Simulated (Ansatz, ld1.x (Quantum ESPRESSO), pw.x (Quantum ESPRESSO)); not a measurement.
# pw.x on fcc Rb: one setting changed

Potential: norm-conserving Troullier–Martins (Kleinman–Bylander form), ld1.x (Quantum ESPRESSO) 7.5, LDA (PW92); core [Kr], reference 5s1 5p0; waves: 5p (bound, empty): rc 4.10 bohr; 4d channel at 0.05 Ry: rc 4.15 bohr; 5s (bound): rc 4.20 bohr; local part: the s channel; core correction: Bessel-smoothed model core, default radius (core density twice the valence density).

The reference run (k-mesh 9³, cutoffs 50/200 Ry, Fermi–Dirac 0.01 Ry, mixing_beta 0.4, conv_thr 1e-9, no spin) gives -0.02 GPa at 78.234 Å³/atom, where all-electron LAPW gives -0.01 GPa. This run, with its own iteration cap, changes k-mesh points per axis to 4.

```
&control
  calculation='scf', prefix='x', pseudo_dir='./', outdir='./tmp', tstress=.true., disk_io='none'
/
&system
  ibrav=0, nat=1, ntyp=1, ecutwfc=50, ecutrho=200, nbnd=7,
  occupations='smearing', smearing='fd', degauss=0.01
/
&electrons
  conv_thr=1e-09, mixing_beta=0.4, electron_maxstep=60
/
ATOMIC_SPECIES
Rb 1.0 Rb.UPF
CELL_PARAMETERS angstrom
  0.00000000 3.39459927 3.39459927
  3.39459927 0.00000000 3.39459927
  3.39459927 3.39459927 0.00000000
ATOMIC_POSITIONS crystal
Rb 0.0000 0.0000 0.0000
K_POINTS automatic
4 4 4 0 0 0
```

```bash
pw.x < Rb.scf.in > Rb.scf.out
```

How does the run end?

It converges in 6 iterations; the free energy moves by +35.4 meV/atom and the pressure by +0.06 GPa.

```
Message from routine setup:
     using ibrav=0 with symmetry is DISCOURAGED, use correct ibrav instead
     lattice parameter (alat)  =       9.0720  a.u.
     unit-cell volume          =     527.9492 (a.u.)^3
     number of electrons       =         1.00
     number of Kohn-Sham states=            7
     kinetic-energy cutoff     =      50.0000  Ry
     charge density cutoff     =     200.0000  Ry
     scf convergence threshold =      1.0E-09
     Exchange-correlation= PW
     number of k points=     8  Fermi-Dirac smearing, width (Ry)=  0.0100
     iteration #  1     ecut=    50.00 Ry     beta= 0.40
     total energy              =      -3.12575111 Ry
     estimated scf accuracy    <       0.00030067 Ry
     iteration #  2     ecut=    50.00 Ry     beta= 0.40
     total energy              =      -3.12575638 Ry
     estimated scf accuracy    <       0.00010862 Ry
     iteration #  3     ecut=    50.00 Ry     beta= 0.40
     total energy              =      -3.12575790 Ry
     estimated scf accuracy    <       0.00000003 Ry
     iteration #  4     ecut=    50.00 Ry     beta= 0.40
     total energy              =      -3.12575801 Ry
     estimated scf accuracy    <          7.4E-09 Ry
     iteration #  5     ecut=    50.00 Ry     beta= 0.40
     total energy              =      -3.12575801 Ry
     estimated scf accuracy    <          1.6E-09 Ry
     iteration #  6     ecut=    50.00 Ry     beta= 0.40
     the Fermi energy is    -0.3112 ev
!    total energy              =      -3.12575801 Ry
     estimated scf accuracy    <          5.2E-11 Ry
     smearing contrib. (-TS)   =      -0.00539161 Ry
     The total energy is F=E-TS. E is the sum of the following terms:
     one-electron contribution =       0.30418013 Ry
     hartree contribution      =       0.00150984 Ry
     xc contribution           =      -3.06869393 Ry
     ewald contribution        =      -0.35736244 Ry
     convergence has been achieved in   6 iterations
          total   stress  (Ry/bohr**3)                   (kbar)     P=        0.38
     Message from routine punch:
     Nothing written, as per user request (disk_io='none')
```

The run took about 3.3 s on one core of a shared host (Neoverse-V1, 32 threads, 247 GiB, load 24).
